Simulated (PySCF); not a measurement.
Gas-phase reaction: Si2H6 + H2 → 2 SiH4

Method: PySCF energies plus ideal-gas RRHO corrections (1 bar). † marks an energy on the PBE0/def2-TZVP geometry and frequencies; other levels use their own. CCSD(T) freezes the core. 6-31G* has spherical d functions here. All species are closed-shell singlets. B3LYP is the form with VWN-RPA correlation. CCSD(T) isn't extrapolated to the basis-set limit; its ΔH°(298 K) is -28.6 kJ in def2-SVP and -17.2 kJ in def2-TZVPP. The harmonic model lacks anharmonicity and excited electronic states, which grow with temperature; levels with a mode under 35 cm⁻¹ are left out. Internal rotation in Si2H6 is treated as a harmonic vibration of one conformer, which makes the entropy rough.

| level | ΔE electronic, kJ | ΔH°(298 K), kJ | ΔS°(298 K), J/K | ΔG°(800 K), kJ |
|---|---|---|---|---|
| B3LYP/6-31G* | -24 | -19 | 5 | -17 |
| B3LYP/def2-TZVP† | -28 | -22 | 5 | -20 |
| BLYP/def2-TZVP† | -25 | -19 | 5 | -17 |
| CCSD(T)/def2-SVP† | -34 | -29 | 5 | -26 |
| CCSD(T)/def2-TZVPP† | -23 | -17 | 5 | -15 |
| HF/6-31G* | -48 | -42 | 7 | -41 |
| M06-2X/def2-TZVP† | -19 | -13 | 5 | -11 |
| r2SCAN/def2-TZVP† | -13 | -8 | 5 | -5 |
| LDA/def2-TZVP† | -7 | -2 | 5 | 0 |
| ωB97M-V/def2-TZVP† | -24 | -19 | 5 | -17 |
ΔH° is lowest at HF/6-31G* and highest at LDA/def2-TZVP†. No reference value is set beside these.
